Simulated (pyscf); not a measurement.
HO–B(Cl)–Cl + H₂O → H₂O + HO–B(Cl)–Cl (four-centre exchange; singlet surface; B–O, H–O broken, H–O, B–O formed). Optimised with ωB97X-D3(BJ)/def2-SVP in PySCF. MP2 and CC: frozen core, UHF for open shells. ΔMP2 is the change of the MP2 total energy from the triple- to the quadruple-zeta basis. Energies in kcal/mol from the separated reactants.

| level | barrier | reaction energy |
|---|---|---|
| ωB97X-D3(BJ)/def2-TZVP | 12.8 | 0.0 |
| r²SCAN/def2-TZVP | 11.1 | 0.0 |
| B3LYP-D3(BJ)/def2-TZVP | ? | 0.0 |
| M06-2X/def2-TZVP | 10.9 | 0.0 |
| ωB97M-D3(BJ)/def2-TZVP | 12.9 | 0.0 |
| CCSD(T)/def2-TZVPP | 14.9 | 0.0 |
| CCSD(T)/def2-TZVPP + ΔMP2(QZVPP) | ? | 0.0 |

Complete the blanks.


- B3LYP-D3(BJ)/def2-TZVP, barrier: 14.8
- CCSD(T)/def2-TZVPP + ΔMP2(QZVPP), barrier: 15.3

Of the functionals in the table, B3LYP-D3(BJ) is closest to CCSD(T)/def2-TZVPP + ΔMP2(QZVPP) in the barrier (0.5 kcal/mol apart) and M06-2X least close (4.4 kcal/mol); that level has limits of its own. On the reactant side the descent ends in an adduct with a B–O contact, 3.7 kcal/mol under the separated species and 16.6 kcal/mol under the saddle at ωB97X-D3(BJ)/def2-TZVP. On the product side the descent ends in an adduct with a B–O contact, 3.8 kcal/mol under the separated species and 16.6 kcal/mol under the saddle at ωB97X-D3(BJ)/def2-TZVP. What is counted as formed (B–O) is already present as a longer contact in the reactant adduct; forming that adduct is a step of its own. What is counted as broken (B–O) persists as a longer contact in the product adduct; parting that adduct is a step of its own. This is the saddle that the search found; another between the same sides may lie lower. The CCSD(T) − MP2 part came from Ansatz, without density fitting, on the same reference.
